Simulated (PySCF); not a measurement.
Identify the compound

The spectra below were simulated for a compound C3H2O.

1H NMR (600 MHz, computed): δ 9.53 (d, 1H), 3.11 (d, 1H).

13C{1H} NMR (computed): δ 182.5 (CH), 88.7 (CH), 85.6 (C).

Level of theory: PBE0-D3(BJ)/def2-TZVP geometry, shielding tensors at B97-2/pcSseg-2 (GIAO), in PySCF (single conformer, no relativistic terms, no solvent).

δ = σ(ref) − σ, references computed at the same level: 1H (31.64 ppm) and 13C (185.38 ppm) vs TMS.

Problem. Propose a structure and justify it.

Solution. 
1. Rings plus π bonds: 3 (no ring in the answer).
2. 3 carbon signals for 3 carbons: no two carbons are equivalent.
3. Carbon types of the structure: 1 × C, 2 × CH, which accounts for all hydrogens.
4. δC 182.5: aldehyde carbonyl carbon; the double bond to the heteroatom, with no lone-pair donor beside it, deshields it most.
5. δC 88.7: terminal alkyne carbon; the triple bond shields along its axis, which puts it between sp3 and sp2 carbons.
6. δC 85.6: alkyne carbon; the triple bond shields along its axis, which puts it between sp3 and sp2 carbons.
7. δH 9.53: hydrogen on an aldehyde carbonyl carbon; the formyl region, downfield of aromatic protons.
8. δH 3.11: hydrogen on a terminal alkyne carbon; it lies on the axis of the triple bond, in its shielding cone.

Structure: 2-propynal (C#CC=O).

Shifts are as computed. Against solution values, carbons near 30 ppm lie about +3 ppm off and those near 130 ppm about +7 ppm. Of 1211 compounds with measured shifts, 218 miss one by over three times the rms of a fit or turn the order of signals round; such compounds aren't used in these exercises. Multiplicities follow the n + 1 count of equivalent neighbours, as no J values were calculated; m marks all less simple cases, F and P coupling included.
